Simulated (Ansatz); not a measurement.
# Band gap of some cubic solids

Method: LC-ωPBE (Ansatz, a first-principles code, plane waves, PAW). References are measured gaps from which a computed or estimated zero-point shift was taken out, by their sources or here, so that they lie as a rule above the printed measurements. The table is a random draw of 10 from 11 solids with such references.

Values in eV.

| solid | reference | LC-ωPBE | error (eV) |
|---|---|---|---|
| rock-salt MgO | 8.36 | 12.23 | +3.87 |
| zinc-blende GaN (metastable phase) | 3.48 | 8.51 | +5.03 |
| rock-salt SrO | 5.63 | 10.18 | +4.55 |
| rock-salt LiF | 15.35 | 17.26 | +1.91 |
| zinc-blende BP | 2.2¶ (2.20–2.50) | 6.49 | +4.29 |
| zinc-blende InP | 1.47 | 6.20 | +4.73 |
| diamond-structure Si | 1.23 | 5.27 | +4.04 |
| zinc-blende GaP | 2.43 | 6.50 | +4.07 |
| zinc-blende ZnS | 3.94 | 8.39 | +4.45 |
| zinc-blende AlP | 2.54 | 6.61 | +4.07 |

Over these 10 solids the mean error is +4.10 eV, the mean absolute error 4.10 eV (median 4.18 eV), and the worst case zinc-blende GaN (metastable phase) at +5.03 eV; the value is above the reference in 10 of 10 cases. Over all 11, from unrounded values, the mean error is +4.14 eV and the mean absolute error 4.14 eV (median 4.29 eV).

¶ marks references of a special kind: zinc-blende BP, 2.2 eV (measured, zero-point renormalisation of 0.106 eV removed from the gap extrapolated to 0 K (as printed); the shift is computed, second of two values printed, our sources range from 2.20 to 2.50; as tabulated in X. Ren, F. Merz, H. Jiang et al., All-electron periodic G0W0 implementation …).

Brackets give the range of the sources taken for a reference, where it is wide; it can hold other temperatures.

Differences are worked out from the printed values.

Computed values are for a static lattice; measured ones hold zero-point and thermal shifts unless a correction is named.

Spin–orbit coupling is included only where a level's name says +SOC; with heavier elements it mostly lowers gaps and can invert bands. Each level is taken at its own relaxed cell. Ansatz's density-functional and Hartree–Fock values are scalar-relativistic unless marked +SOC, with PAW data made under PBE.

Ansatz's runs of these crystals have no spin polarisation.

Not in this set, of the solids of all kinds but layered and molecular ones with a reference value in our tables and a result at some level: 168 for a reference of another kind, counted apart; 7 for spin–orbit coupling left out; 7 for sources at odds; 4 for a doubt noted on the run at LC-ωPBE; 4 for no value at LC-ωPBE (not run, a failed fit, an unstable or unbound cell, or a value held back for tests); 2 for a high-temperature or high-pressure phase; 2 for a measured value of zero; 2 for a reference that its source doubts or gives as a wide range. These can be a level's best or worst cases. At least 69 more with a reference value are held back for tests. Solids without a released value at any level aren't counted. Without +SOC, gaps count where the solid holds none of Ge, As, Se, Br, Sn, Sb, Te, I or the elements past barium, or holds Ge, As, Se or Br with a gap over 4 eV. The metals Ce to Yb are counted apart.

References as tabulated in, or derived from, Chen et al. (2018), doi:10.1103/physrevmaterials.2.073803; Vurgaftman et al. (2001), doi:10.1063/1.1368156; Miglio et al. (2020), arXiv:2011.12765; X. Ren, F. Merz, H. Jiang et al., All-electron periodic G0W0 implementation ….
